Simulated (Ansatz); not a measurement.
Ansatz (a quantum-chemistry and plane-wave program) job for ethanol (C₂H₆O), SMILES CCO, B3LYP-D3(BJ)/def2-TZVP. 

Ansatz 0.2 input:
```yaml
crystal:
  periodic: [false, false, false]
  atoms:
    - {symbol: C, position_ang: [-1.19937411, 0.14788543, 0.25300545]}
    - {symbol: C, position_ang: [0.07227293, -0.42959110, -0.35977592]}
    - {symbol: O, position_ang: [1.22694752, 0.29362275, -0.00158334]}
    - {symbol: H, position_ang: [-2.06605721, -0.40632224, -0.09641931]}
    - {symbol: H, position_ang: [-1.30981870, 1.19165042, -0.03137065]}
    - {symbol: H, position_ang: [-1.16190289, 0.08543922, 1.33989811]}
    - {symbol: H, position_ang: [0.17914918, -1.48565018, -0.06919780]}
    - {symbol: H, position_ang: [0.02584488, -0.37561941, -1.44971944]}
    - {symbol: H, position_ang: [1.27981161, 0.33175419, 0.96009855]}
basis:
  gaussian:
    orbitals: def2-TZVP
hamiltonian:
  xc: b3lyp
  dispersion: d3bj
relax: {f_tol: 0.002, max_steps: 200}
```

Program output:

```
WARN ansatz: RAYON_NUM_THREADS=1 ignored (pool sized by the plan → 1); use --threads N
Functional definition: B3LYP
integrals: 0.03 GiB planned
775 factors; their error is unknown
mean field: 0.39 GiB planned
mean field evaluation 1: about -4212.3378 eV, gradient 6.4e1 eV
mean field evaluation 2: about -4205.2109 eV, gradient 8.7e1 eV
mean field evaluation 4: about -4220.7084 eV, gradient 4.8e0 eV
mean field evaluation 8: about -4220.7516 eV, gradient 5.0e-2 eV
mean field evaluation 16: about -4220.7358 eV, gradient 1.6e-5 eV
mean field -4220.73576751 eV, -155.1091785385 hartree, gradient 1.6e-5 eV, S^2 0.000000; 0 other end points of the search recorded, 0 dependent functions left out
the calculation of the forces begins
reference -4220.73600180 eV, -155.1091871486 hartree; 13, 13 occupied and 116, 116 virtual orbitals, 775 factors
relax step   1: F+E_penalty+E_count = -4220.93047498 eV  Δ(F+E_penalty+E_count) = +0.000e0 eV  max|allowed force component| = 4.032e-1 eV/Å  Δτ_max = 0.0000 Å  (26 SCF iters, accepted)
these checks for a lower state are left out or cut short: starts, cluster_reference, orbital_swaps, neighbouring_geometries, increment
integrals: 0.03 GiB planned
775 factors; their error is unknown
mean field: 0.39 GiB planned
mean field -4220.74284791 eV, -155.1094387384 hartree, gradient 1.1e-5 eV, S^2 0.000000; 0 other end points of the search recorded, 0 dependent functions left out
the calculation of the forces begins
reference -4220.74308259 eV, -155.1094473627 hartree; 13, 13 occupied and 116, 116 virtual orbitals, 775 factors
relax step   2: F+E_penalty+E_count = -4220.93711591 eV  Δ(F+E_penalty+E_count) = -6.641e-3 eV  max|allowed force component| = 2.513e-1 eV/Å  Δτ_max = 0.0186 Å  (30 SCF iters, accepted)
these checks for a lower state are left out or cut short: starts, cluster_reference, orbital_swaps, neighbouring_geometries, increment
integrals: 0.03 GiB planned
775 factors; their error is unknown
mean field: 0.39 GiB planned
mean field -4220.74431852 eV, -155.1094927825 hartree, gradient 1.1e-5 eV, S^2 0.000000; 0 other end points of the search recorded, 0 dependent functions left out
the calculation of the forces begins
reference -4220.74455316 eV, -155.1095014053 hartree; 13, 13 occupied and 116, 116 virtual orbitals, 775 factors
relax step   3: F+E_penalty+E_count = -4220.93844676 eV  Δ(F+E_penalty+E_count) = -1.331e-3 eV  max|allowed force component| = 8.371e-2 eV/Å  Δτ_max = 0.0099 Å  (30 SCF iters, accepted)
these checks for a lower state are left out or cut short: starts, cluster_reference, orbital_swaps, neighbouring_geometries, increment
integrals: 0.03 GiB planned
775 factors; their error is unknown
mean field: 0.39 GiB planned
mean field evaluation 32: about -4220.7605 eV, gradient 6.6e-1 eV
mean field -4220.74456214 eV, -155.1095017354 hartree, gradient 1.1e-5 eV, S^2 0.000000; 0 other end points of the search recorded, 0 dependent functions left out
the calculation of the forces begins
reference -4220.74479665 eV, -155.1095103533 hartree; 13, 13 occupied and 116, 116 virtual orbitals, 775 factors
relax step   4: F+E_penalty+E_count = -4220.93866564 eV  Δ(F+E_penalty+E_count) = -2.189e-4 eV  max|allowed force component| = 1.520e-2 eV/Å  Δτ_max = 0.0080 Å  (31 SCF iters, accepted)
these checks for a lower state are left out or cut short: starts, cluster_reference, orbital_swaps, neighbouring_geometries, increment
integrals: 0.03 GiB planned
775 factors; their error is unknown
mean field: 0.39 GiB planned
mean field -4220.74464108 eV, -155.1095046363 hartree, gradient 1.1e-5 eV, S^2 0.000000; 0 other end points of the search recorded, 0 dependent functions left out
the calculation of the forces begins
reference -4220.74487550 eV, -155.1095132511 hartree; 13, 13 occupied and 116, 116 virtual orbitals, 775 factors
relax step   5: F+E_penalty+E_count = -4220.93872186 eV  Δ(F+E_penalty+E_count) = -5.622e-5 eV  max|allowed force component| = 1.686e-2 eV/Å  Δτ_max = 0.0064 Å  (31 SCF iters, accepted)
these checks for a lower state are left out or cut short: starts, cluster_reference, orbital_swaps, neighbouring_geometries, increment
integrals: 0.03 GiB planned
775 factors; their error is unknown
mean field: 0.39 GiB planned
mean field -4220.74468004 eV, -155.1095060681 hartree, gradient 1.1e-5 eV, S^2 0.000000; 0 other end points of the search recorded, 0 dependent functions left out
the calculation of the forces begins
reference -4220.74491444 eV, -155.1095146819 hartree; 13, 13 occupied and 116, 116 virtual orbitals, 775 factors
relax step   6: F+E_penalty+E_count = -4220.93874402 eV  Δ(F+E_penalty+E_count) = -2.216e-5 eV  max|allowed force component| = 9.710e-3 eV/Å  Δτ_max = 0.0055 Å  (31 SCF iters, accepted)
these checks for a lower state are left out or cut short: starts, cluster_reference, orbital_swaps, neighbouring_geometries, increment
integrals: 0.03 GiB planned
775 factors; their error is unknown
mean field: 0.39 GiB planned
mean field -4220.74470526 eV, -155.1095069947 hartree, gradient 1.1e-5 eV, S^2 0.000000; 0 other end points of the search recorded, 0 dependent functions left out
the calculation of the forces begins
reference -4220.74493967 eV, -155.1095156091 hartree; 13, 13 occupied and 116, 116 virtual orbitals, 775 factors
relax step   7: F+E_penalty+E_count = -4220.93874862 eV  Δ(F+E_penalty+E_count) = -4.599e-6 eV  max|allowed force component| = 2.622e-3 eV/Å  Δτ_max = 0.0026 Å  (31 SCF iters, accepted)
these checks for a lower state are left out or cut short: starts, cluster_reference, orbital_swaps, neighbouring_geometries, increment
integrals: 0.03 GiB planned
775 factors; their error is unknown
mean field: 0.39 GiB planned
mean field evaluation 64: about -4220.7447 eV, gradient 7.0e-3 eV
mean field -4220.74470597 eV, -155.1095070210 hartree, gradient 1.1e-5 eV, S^2 0.000000; 0 other end points of the search recorded, 0 dependent functions left out
the calculation of the forces begins
reference -4220.74494039 eV, -155.1095156356 hartree; 13, 13 occupied and 116, 116 virtual orbitals, 775 factors
relax step   8: F+E_penalty+E_count = -4220.93874889 eV  Δ(F+E_penalty+E_count) = -2.743e-7 eV  max|allowed force component| = 6.716e-4 eV/Å  Δτ_max = 0.0003 Å  (31 SCF iters, accepted)
integrals: 0.03 GiB planned
775 factors; their error is unknown
mean field: 0.39 GiB planned
mean field -4220.74470597 eV, -155.1095070210 hartree, gradient 1.1e-5 eV, S^2 0.000000; 1 other end points of the search recorded, 0 dependent functions left out
the calculation of the forces begins
reference -4220.74494039 eV, -155.1095156356 hartree; 13, 13 occupied and 116, 116 virtual orbitals, 775 factors
Total energy: -4220.93898330 eV, -155.1166465812 hartree
Atom 0 at    -1.201946     0.147533     0.247278 Å, force    -0.000089     0.000440    -0.000387 eV/Å
Atom 1 at     0.069420    -0.425107    -0.355971 Å, force    -0.000142    -0.000645     0.000672 eV/Å
Atom 2 at     1.233103     0.314279     0.003746 Å, force     0.000179    -0.000007    -0.000150 eV/Å
Atom 3 at    -2.076609    -0.413946    -0.089709 Å, force    -0.000180     0.000028     0.000069 eV/Å
Atom 4 at    -1.327069     1.191975    -0.042191 Å, force    -0.000295     0.000153     0.000171 eV/Å
Atom 5 at    -1.175392     0.095840     1.339385 Å, force     0.000061    -0.000069    -0.000176 eV/Å
Atom 6 at     0.181380    -1.480225    -0.075880 Å, force     0.000331    -0.000135    -0.000274 eV/Å
Atom 7 at     0.026974    -0.380721    -1.445116 Å, force     0.000114     0.000169     0.000189 eV/Å
Atom 8 at     1.317012     0.303540     0.963394 Å, force     0.000020     0.000066    -0.000114 eV/Å
Dipole moment:    -0.233771    -0.146090     0.221713 e Å
```

The run converged.

Cost: about 30 core-seconds (a rough figure).
